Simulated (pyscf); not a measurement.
7 gas-phase steps of one pattern: 1,1-elimination on the singlet surface, Ge–H + Ge–O or Ge–H + Ge–S or Ge–H + Ge–Te or H–Sn + S–Sn broken and H–O or H–S or H–Te formed. Single points on ωB97X-D3(BJ)/def2-SVP structures (PySCF, gas phase). Electronic energies in kcal/mol, between the relaxed ends of the descent from the saddle (adducts or complexes of the species named), with the reactant end as zero; ΔE‡ and ΔE at ωB97X-D3(BJ)/def2-TZVP. Rows were drawn at random from the steps of this pattern with a verified saddle, stable references and a bound adduct at one end at least.

| row | step | ΔE | ΔE‡ |
|---|---|---|---|
| 1 | F–SnH(F)–SH → F–Sn:–F [singlet] + H₂S | -6.1 | 51.7 |
| 2 | Cl–GeH(Cl)–TeH → TeH₂ + Cl–Ge:–Cl [singlet] | +18.8 | 54.1 |
| 3 | HO–GeH₂–Cl → Cl–GeH: [singlet] + H₂O | +22.0 | ? |
| 4 | HS–SnH₃ → SnH₂ [singlet] + H₂S | +22.7 | 51.6 |
| 5 | HO–GeH₂–F → F–GeH: [singlet] + H₂O | +24.0 | 64.5 |
| 6 | H₃C–O–GeH₃ → GeH₂ [singlet] + H₃C–OH | +29.4 | 62.6 |
| 7 | HS–GeH₃ → H₂S + GeH₂ [singlet] | +37.0 | 58.0 |

### Question
Fit ΔE‡ = a + b·ΔE to the other rows and predict row 3.

### Answer
Over the 6 complete rows the means are +21.0 (ΔE) and 57.1 (ΔE‡); least squares gives b = 0.21 and a = 52.7 kcal/mol, with residuals of 4.2 kcal/mol (root mean square; largest 6.8, row 5). For row 3: 52.7 + 0.21 × (+22.0) = 57.3 kcal/mol. The computed barrier is 64.4 kcal/mol, 7.1 over the line. The scatter is large against the spread of the barriers, so the line says little here. Each barrier is that of the saddle found. Elements up to Kr have no core potential and no relativistic terms here. Elements past Kr carry the def2 core potentials, without spin-orbit coupling.
